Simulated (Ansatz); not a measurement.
The first iterations of a band of FH3Si + H3P (9 atoms, charge 0, multiplicity 1).

Method: Ansatz 0.2.0, RKS CAM-B3LYP-D4/def2-SVP.

```
movable images  : 6
climbing image  : no
spring          : 5.0 eV/Å²
optimiser       : quadratic models (default)
start path      : through a guess of the saddle point
force threshold : 0.03 eV/Å
iteration limit : 60
end points      : relaxed
```

First end point:

```xyz
9
Properties=species:S:1:pos:R:3
Si 0.452 -0.081 -0.202
F 0.477 0.278 1.383
H 1.843 -0.003 -0.711
H -0.403 0.914 -0.894
H -0.090 -1.451 -0.370
P -3.248 0.079 1.746
H -3.076 -0.048 0.336
H -3.126 -1.322 1.971
H -1.868 0.325 1.984
```

Last end point:

```xyz
9
Properties=species:S:1:pos:R:3
Si -0.429 -0.435 -0.266
F 0.055 1.546 2.118
H 0.766 -0.877 0.494
H -0.237 0.928 -0.820
H -0.692 -1.391 -1.376
P -2.168 -0.343 1.192
H -3.214 -0.213 0.240
H -2.316 -1.742 1.390
H -0.804 1.214 2.272
```

| iteration | highest image above the first end (eV) | largest band force component (eV/Å) |
| --- | --- | --- |
| 1 | 5.119 | 9.302 |
| 2 | 3.944 | 4.492 |
| 3 | 3.198 | 1.631 |
| 4 | 2.648 | 0.795 |
| 5 | 2.526 | 1.080 |
| 6 | 2.420 | 0.535 |
| 7 | 2.605 | 0.642 |
| 8 | 2.651 | 0.441 |
| 9 | 2.625 | 0.384 |
| 10 | 2.592 | 0.216 |

Q: Does the band converge within its limit, and where does its top end?

A: The run converged. It ended after 32 iterations with the highest image 2.289 eV above the first end. A structure lower than the first end lies on the path between it and the top, so the climb from that side starts below the end, which may itself be a saddle point or a shallow side well. Neighbouring images differ by up to 1.7 eV, so the band resolves the path poorly. No image climbed, so the highest image needn't sit at the top of the path. The orbitals stay closed-shell, which can raise the energy where a bond breaks towards radicals; this wasn't checked here.

Run time: 7.7 min on 2 threads of Arm Neoverse N1, with other jobs on the host, peak memory 0.19 GiB.
